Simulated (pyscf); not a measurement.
`[CH][F]` [singlet] + `[FH]` → `[F][CH2][F]` (insertion; singlet surface; F–H broken, C–H, C–F formed). Optimised with ωB97X-D3(BJ)/def2-SVP in PySCF. MP2 and CC: frozen core, UHF for open shells. ΔMP2 is the change of the MP2 total energy from the triple- to the quadruple-zeta basis. Energies in kcal/mol from the separated reactants.

```tsv
level	barrier	reaction energy
ωB97X-D3(BJ)/def2-TZVP	-1.8	-86.8
r²SCAN/def2-TZVP	-10.8	-91.4
M06-2X/def2-TZVP	(withheld)	-87.6
HF/def2-TZVP	16.4	-79.2
MP2/def2-QZVPP	-0.2	-87.0
CCSD/def2-TZVPP	5.6	-82.0
CCSD(T)/def2-TZVPP + ΔMP2(QZVPP)	(withheld)	(withheld)
```

Task: What belongs in the gaps?

Result: 
- M06-2X/def2-TZVP, barrier: 0.3
- CCSD(T)/def2-TZVPP + ΔMP2(QZVPP), barrier: 2.2
- CCSD(T)/def2-TZVPP + ΔMP2(QZVPP), reaction energy: -82.1

On the reactant side the descent ends in a bound adduct, 10.5 kcal/mol under the separated species and 8.7 kcal/mol under the saddle at ωB97X-D3(BJ)/def2-TZVP. At ωB97X-D3(BJ), r²SCAN, MP2 the saddle lies under the separated reactants, which points to a path from their complex (located at ωB97X-D3(BJ) alone). This is the saddle that the search found; another between the same sides may lie lower. A restricted singlet here is unstable towards spin polarisation, as is usual where a triplet lies low; its energy is less safe. The CCSD(T) − MP2 part came from Ansatz, without density fitting, on the same reference.
